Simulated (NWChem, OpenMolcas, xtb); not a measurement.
**CH2BF (SMILES B[C]F): methods side by side**

CH2BF: 5 atoms, total charge 0, spin state triplet. SMILES: `B[C]F`. The shape is that of a GFN2-xTB optimisation.

```
atom    x (Å)    y (Å)    z (Å)
   B  -0.5056  -0.2501  -0.1209
   C   0.8999   0.1798  -0.2454
   F   1.7161   0.8967   0.4901
   H  -0.9948  -0.9049  -0.9535
   H  -1.1156   0.0785   0.8297
```

Quantity: the dipole moment, in D. The values are calculated.

```
                                                                 level            kind     program  value (D)   CPU time
                                                              GFN2-xTB  semi-empirical         xtb       0.48  under 2 s
                                                              GFN0-xTB  semi-empirical         xtb       1.87  under 2 s
                                                              GFN1-xTB  semi-empirical         xtb       0.28  under 2 s
                                                            UHF/STO-3G    Hartree–Fock  OpenMolcas       0.27      1.8 s
                                                             UHF/3-21G    Hartree–Fock  OpenMolcas       0.87      1.9 s
                                                          UHF/def2-SVP    Hartree–Fock  OpenMolcas       0.75      2.8 s
                                     UHF/6-31+G* (spherical functions)    Hartree–Fock  OpenMolcas       0.81      3.6 s
                                                           UBP86/6-31G             GGA  OpenMolcas       0.14       11 s
                                                  UHCTH/407/6-311++G**             GGA      NWChem       0.03       18 s
UFT97/6-311++G(3df,3pd) (density fitting with weigend coulomb fitting)             GGA      NWChem       0.21      5.5 s
```

The values span 0.03 to 1.87 D. Magnitudes only: a small dipole may point the other way at some levels. Sets without polarisation functions give poor dipoles. Times are those of the runs behind each value, whatever else they computed, on shared processors of several kinds: orders of magnitude only.
